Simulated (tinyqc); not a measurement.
Worked calculation: Pariser-Parr-Pople SCF with singles CI, for the molecule C=C(O)Cl (SMILES; centres numbered as the heavy atoms are written). One step of it, computed by the program tinyqc.

Question. Iteration 1: orbitals and new P. Diagonalise F (the basis is taken as orthonormal) and form P = 2 sum c c over the lowest orbitals; 0.5 of the old P is kept.

F (eV):
```
            1C         2C          3O         4Cl
1C   -4.834706  -4.123425    0.881508    0.567173
2C   -4.123425  -6.000784   -4.177085   -2.776287
3O    0.881508  -4.177085  -13.948007    0.592406
4Cl   0.567173  -2.776287    0.592406  -13.642702
```

pi electrons, sum of z_r less the charge = 6

P at the start:
```
            1C        2C         3O        4Cl
1C    1.569741  0.655941  -0.404843  -0.285024
2C    0.655941  1.000000   0.617194   0.434526
3O   -0.404843  0.617194   1.619072  -0.268187
4Cl  -0.285024  0.434526  -0.268187   1.811187
```

Give: orbital energies; P after iteration 1.

Answer.

orbital energies (eV): -16.0096  -14.2271  -8.2791  0.0896

P after iteration 1:
```
          1C      2C       3O      4Cl
1C    1.3648  0.7785  -0.3677  -0.2581
2C    0.7785  1.0169   0.4859   0.3412
3O   -0.3677  0.4859   1.7445  -0.1796
4Cl  -0.2581  0.3412  -0.1796   1.8738
```
